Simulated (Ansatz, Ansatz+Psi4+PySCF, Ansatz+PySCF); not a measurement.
```yaml
atoms:
  - { symbol: Cl, position_ang: [1.4547, -0.0012, 0.0000] }
  - { symbol: F, position_ang: [-0.3236, 0.0046, 0.0001] }
  - { symbol: C, position_ang: [-2.3874, -0.0022, -0.0001] }
  - { symbol: H, position_ang: [-2.4951, -0.8554, -0.6494] }
  - { symbol: H, position_ang: [-2.4973, -0.1387, 1.0631] }
  - { symbol: H, position_ang: [-2.5015, 0.9863, -0.4137] }
```

Basis set: cc-pVTZ on H, C, F; cc-pV(T+d)Z on Cl (spherical functions). Frozen core: 7 orbitals. Correlation on ROHF uses semicanonical orbitals with singles. Charge 0, multiplicity 2.

Computed with Ansatz (development build ahead of 0.2.0); each method stands on the lowest determinant of its kind that the runs found.

Problem. Give the atomization energy at this shape (free ground-state atoms in the same class of orbitals less the molecule, no zero-point energy) of doublet CH₃ClF by ROHF-CCSD(T), UHF-CCSD(T), ROHF-MP2, UHF-MP2.

Solution.

| method | atomization energy |
| --- | --- |
| ROHF-CCSD(T) | 15.18 eV |
| UHF-CCSD(T) | 15.16 eV |
| ROHF-MP2 | 15.30 eV |
| UHF-MP2 | 14.81 eV |

Caution for UHF-CCSD(T), UHF-MP2: the unrestricted determinant is spin contaminated.
